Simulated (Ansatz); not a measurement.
Rhombohedral A7 Sb was calculated with HSE06 in Ansatz (PAW).

Settings: plane-wave cutoff 460 eV, 8×8×8 k mesh, Fermi–Dirac smearing 0.05 eV, scalar-relativistic PAW data made under PBE.

Computed at the level's own relaxed cell.

Question: What does this level give for the lattice parameter a and lattice parameter c?

Answer: 
lattice parameter a: 4.314 Å
lattice parameter c: 11.596 Å

Measured, for comparison: lattice constant a 4.301 Å, lattice parameter c 11.232 Å (78 K, zero-point motion not removed; as tabulated in Schiferl, Barrett, J. Appl. Cryst. 2, 30 (1969), COD 9009654). Computed (rounded) less measured: lattice constant a +0.3 %, lattice parameter c +3.2 %.

Note: the cell comes from a level without a dispersion term, which matters for the spacing of layers, chains or molecules.

Spin–orbit coupling is not included.

Static lattice: no zero-point or thermal effects.

The result took about 60 core-minutes (a rough figure).

Ansatz is a first-principles code.
